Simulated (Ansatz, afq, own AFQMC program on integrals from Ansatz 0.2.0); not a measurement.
Two steps: Ansatz 0.2.0 writes the Fock matrix and Cholesky factors of the valence space, and afq projects on them the lowest state that overlaps trial and start.

```yaml
crystal:
  periodic: [false, false, false]
  atoms:
    - {symbol: Al, position_ang: [0.000000, 0.000000, 1.150006]}
    - {symbol: Al, position_ang: [0.000000, 0.000000, -1.150006]}
    - {symbol: H, position_ang: [0.000000, 0.000000, 2.724549]}
    - {symbol: H, position_ang: [0.000000, 0.000000, -2.724549]}
basis:
  gaussian: {orbitals: cc-pVDZ}
total_charge: 1
magnetization: {spin_polarized: false, initial_magnetization: 3}
correlation: {method: ccsd_t, electrons: outside_noble_gas, hamiltonian_folder: ham}
```

```sh
$ ansatz run in.yaml --threads 1 --pin off --events-out ev --progress --plain --max-ram 16896MiB --backend cuda --devices 0, --max-vram 18GiB
```

Options of the walk:

```
--method phaseless --trial cisd --walkers 4000 --populations 20 --least-time 60 --time-step 0.005 --steps-per-block 50 --equilibration-blocks 28 --max-blocks 4000 --target-error 0.00016 --factor-cut 1e-05 --start spin_pure --seed 2764 --release-times 0.24,0.51,0.99,1.62,2.4 --release-step 0.03 --release-every 3 --taylor-order 6
```

Times are imaginary, in 1/Eh. The walk had a cap of 122 s. With eight or more populations the least sampling time is a fifth of least-time, and the error comes from their spread.

Output of the walk:

```
orbitals 36  electrons 5 2  factors 265 of 448
reference energy -484.58268747 Eh
CCSD correlation -0.10759635 Eh in 12 cycles, weight of the determinant in the CISD state 0.8649
energy of the start -484.690284 Eh
 block  time / (1/Eh)  mean weight  energy / Eh
     1     0.250  1.0000  -484.689545
     2     0.500  1.0000  -484.689643
     3     0.750  1.0001  -484.690041
     4     1.000  0.9999  -484.690553
     5     1.250  0.9997  -484.691030
    12     3.000  0.9999  -484.693344
    19     4.750  0.9997  -484.693913
    20     5.000  1.0001  -484.693693
    26     6.500  1.0000  -484.694505
    33     8.250  1.0001  -484.694629
    40    10.000  1.0000  -484.694524
    44    11.000  1.0001  -484.695544
    47    11.750  1.0000  -484.694922
    54    13.500  1.0001  -484.695151
    61    15.250  1.0001  -484.694772
    68    17.000  1.0001  -484.694672
    75    18.750  1.0001  -484.695319
    78    19.500  0.9999  -484.694984
error from the spread of 20 populations
released: time / (1/Eh)  energy / Eh  error  mean overlap
  0.24  -484.694949  0.000085  0.9980
  0.51  -484.695102  0.000073  0.9952
  0.99  -484.695257  0.000065  0.9954
  1.62  -484.695360  0.000048  0.9993
  2.40  -484.695556  0.000070  1.0005
energy -484.694825 +/- 0.000090 Eh
(rows thinned)
```

The run passed its tests (sampling time, drift between the halves within three errors, error under three times the target), which doesn't prove that it has relaxed.

Against this walk (error 2.4 meV) on the same determinant: CCSD(T) 25.3 meV higher, CCSDT(Q) 27.2 meV lower, CCSDTQ 28.3 meV lower. The error is statistical and leaves out the bias of the constraint. The released energies are still falling (meV from the phaseless value at times in 1/Eh: -3.4 ± 2.3 at 0.24, -7.5 ± 2.0 at 0.51, -11.8 ± 1.8 at 0.99, -14.6 ± 1.3 at 1.62, -19.9 ± 1.9 at 2.40), so they give no level; they do show a bias of the constraint, and the last of them that isn't too noisy lies 8 meV above CCSDTQ. CCSDTQ is the surest value here, so the walk's 28 meV above it is most likely the bias of the constraint with this trial, which can have either sign.

Cautions: constraint bias not in the error; another spin lies lower (by 3.10 eV); strong correlation (T1 0.050, weight of the determinant 0.86, largest double 0.08).

The walk took 96 s on 1 × NVIDIA H100 80GB HBM3 with 2 threads of AMD EPYC 7R13 Processor (Zen 3) (shared host) (the card was shared). The log's last line is the phaseless energy.

CCSDT and higher add their correlation energy to the determinant of the CCSD(T) run, since their own runs factorise the integrals more tightly (a shift of under 2 meV). A walk keeps the symmetry of its determinant, which the program's search chose and which needn't be the lowest solution, so a lower state of the same spin and another symmetry isn't excluded.
